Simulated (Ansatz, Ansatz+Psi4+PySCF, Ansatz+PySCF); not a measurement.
```xyz
6

C    -0.9700   -0.6482    0.0000
C     0.0083    0.5059    0.0000
H    -0.4472   -1.6082    0.0000
H    -1.6093   -0.5637    0.8811
H    -1.6093   -0.5637   -0.8811
O     1.1535    0.4500    0.0000
```

Basis set: cc-pVTZ (spherical functions). Left uncorrelated: 3 orbitals. Correlation on ROHF uses semicanonical orbitals with singles. Charge 0, multiplicity 2.

Computed with Ansatz (development build ahead of 0.2.0); each method stands on the lowest determinant of its kind that the runs found.

The atomization energy at this shape (free ground-state atoms in the same class of orbitals less the molecule, no zero-point energy) of doublet C2H3O:

| method | atomization energy |
| --- | --- |
| ROHF-CCSD(T) | 24.45 eV |
| ROHF-MP2 | 25.06 eV |
| UHF-MP2 | 25.02 eV |
| UHF | 18.02 eV |

(1) What does ROHF give?

Answers

(1) 18.32 eV.
